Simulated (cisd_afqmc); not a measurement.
Input (AFQMC/CISD/cc-pVDZ; cisd_afqmc is a phaseless AFQMC code with CISD trial states that reads the integrals written by Ansatz):

Ansatz 0.2 input:
```python
import cisd_afqmc

open("ham.yaml", "w").write("""\
crystal:
  periodic: [false, false, false]
  atoms:
    - {symbol: C, position_ang: [-0.00000000, -0.00000000, -0.59839493]}
    - {symbol: C, position_ang: [0.00000000, 0.00000000, 0.59839493]}
    - {symbol: H, position_ang: [0.00000000, 0.00000000, 1.66106699]}
    - {symbol: H, position_ang: [-0.00000000, -0.00000000, -1.66106699]}
basis:
  gaussian:
    orbitals: cc-pVDZ
magnetization: {spin_polarized: false}
correlation: {method: ccsd, electrons: outside_noble_gas, hamiltonian_folder: ham}
""")
rep = cisd_afqmc.ansatz("ham.yaml")
e_ccsd = rep["correlation"]["coupled_cluster"]["energy"]["hartree"]
out = cisd_afqmc.run("ham", e_ccsd, trial="CISD", walkers=200, populations=8, threads=8, dt=0.005, steps=40, early=24, settle=10, least=32,
    cut=5e-5, rank_cut=2e-4, target=0.0004, seconds=1500, seed=1, memory=17280, gpu=False)
```

Output:

```
orbitals 36, occupied [5], factors 192 of 352, rank of the doubles 88 of 155
E(HF) = -76.825983
E(CCSD) on the cut factors = -77.097572, shift to the whole factors -0.000015
Energy of the trial state on the determinant = -77.097605
  tau behind 7.2 of longer steps, mean of the populations' last blocks
   2.0  -77.10899
   4.0  -77.10890
   6.0  -77.10966
   8.0  -77.10783
  10.0  -77.11069
  12.0  -77.11060
  14.0  -77.10888
blocks 518 (0 outliers left out), error by blocks joined: 1: 0.00019, 2: 0.00023, 4: 0.00028, 8: 0.00034, 16: 0.00040
E(AFQMC/CISD) = -77.10951 +/- 0.00040
```
